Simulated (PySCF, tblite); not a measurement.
Scan of H₂N, doublet: symmetric bend, bond length relaxed. Scanned: H-N-H angle. Other coordinates (N-H bond length) were minimised at PBE0/def2-TZVP.

- GFN2-xTB, 300 K electronic temperature (tblite)
- UHF/cc-pVTZ (PySCF)
- CCSD(T) on UHF/cc-pVTZ, 1 core orbital frozen (PySCF)

Energies relative to the lowest point of each profile, in kJ/mol:

```csv
a / °,GFN2-xTB,UHF
180,68.6,146.7
172,66.5,142.5
164,60.6,130.4
156,51.5,112.0
148,40.3,89.5
140,28.3,65.3
124,7.5,22.3
100,4.3,0.6
84,35.3,30.7
76,64.4,61.5
68,103.6,103.3
60,153.5,155.7
```

Problem. Predict the corresponding CCSD(T) column.

Solution. 180: 147.8; 172: 143.8; 164: 132.2; 156: 114.4; 148: 92.6; 140: 69.1; 124: 26.2; 100: 0.0; 84: 22.7; 76: 48.6; 68: 85.0; 60: 132.2 (kJ/mol).
